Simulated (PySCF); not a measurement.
## C$_{4}$H$_{6}$O: full NMR table

- Formula: C4H6O
- SMILES: O=CC1CC1
- InChI: InChI=1S/C4H6O/c5-3-4-1-2-4/h3-4H,1-2H2
- Point group of the computed structure: Cs
- Degrees of unsaturation: 2
- Carbon signals: 3
- Proton signals: 4

Atom-mapped SMILES (the numbers label the heavy atoms): `[O:1]=[CH:2][CH:3]1[CH2:4][CH2:5]1`. Each H is labelled by its parent atom. Ha(C4), Ha(C5) are cis to C2 on the ring; Hb(C4), Hb(C5) are trans to C2 on the ring.

All values are calculated (PySCF 2.14): NMR shieldings at B97-2/pcSseg-2/GIAO, B3LYP/pcJ-2 coupling constants (without the spin–dipole term), structure optimised with PBE0-D3(BJ)/def2-TZVP. One computed conformer, non-relativistic Hamiltonian, equivalent nuclei averaged, no solvent model.

Chemical shifts δ = σref − σ; TMS for 1H, 13C; 17O vs H2O, all at this level.

| carbon | δC, type | δH (multiplicity, J in Hz) | HMBC from (abs. J ≥ 3 Hz) | span of the C tensor (ppm) |
| --- | --- | --- | --- | --- |
| C2 | 206.0, CH | 8.77 (d, 7.7) | Hb(C4)/Hb(C5), Ha(C4)/Ha(C5) | 196 |
| C3 | 25.6, CH | 1.56 (m) | H(C2) | 123 |
| C4/C5 | 7.2, CH2 | Hb(C4) 0.94 (m); Ha(C4) 0.89 (m) | – | 50 |

Other nuclei:
```json
{"atoms": "O1", "nucleus": "17O", "environment": "aldehyde oxygen", "δ (ppm)": "627.8", "σ (ppm)": "-300.2"}
```

Selected couplings (Hz, signed; the shortest-range and largest first, 30 at most; isotopes 13C, 1H): 1J(C3,H(C3)) 177.0, 1J(C4,Hb(C4)) 173.8, 1J(C2,H(C2)) 172.3, 1J(C4,Ha(C4)) 169.4, 1J(C2,C3) 55.8, 1J(C3,C4) 10.1, 2J(Hb(C4),Ha(C4)) -5.6, 3J(H(C3),Hb(C4)) 9.3, 3J(H(C2),H(C3)) 7.7, 3J(Hb(C4),Ha(C5)) 7.6, 3J(H(C3),Ha(C4)) 5.0.

1. Carbon types of the structure: 2 × CH, 2 × CH2, which accounts for all hydrogens.
2. δC 206.0: aldehyde carbonyl carbon; the double bond to the heteroatom, with no lone-pair donor beside it, deshields it most.
3. δC 25.6, 7.2: three-membered-ring carbon; carbons of three-membered rings are unusually shielded.
4. δH 8.77: hydrogen on an aldehyde carbonyl carbon.
5. δH 1.56, 0.94, 0.89: hydrogen on a three-membered-ring carbon; cyclopropane-type protons are shielded by the ring.

Multiplet labels drop couplings under 1 Hz and merge nearly equal ones. Couplings among chemically equivalent protons are left out too, so labels in AA′BB′ or AA′XX′ sets are apparent multiplicities. Shifts are as computed. Against solution values, carbons near 30 ppm lie about +3 ppm off and those near 130 ppm about +7 ppm. Of 1309 compounds with measured shifts, 239 miss one by over three times the rms of a fit or turn the order of signals round; such compounds aren't used in these exercises. Couplings across =CH–CH2 type bonds come from one rotamer and its mirror image, and can be 1–2 Hz further off. Unscaled 17O shifts of doubly bonded oxygen tend to come out too high, by tens of ppm or more. Experimental scales use liquid or dissolved standards, which lie at an offset from isolated H2O (liquid H2O: subtract about 36 ppm). Vicinal couplings across rotatable single bonds and in flexible rings belong to the one computed conformer; a conformer average would change them.
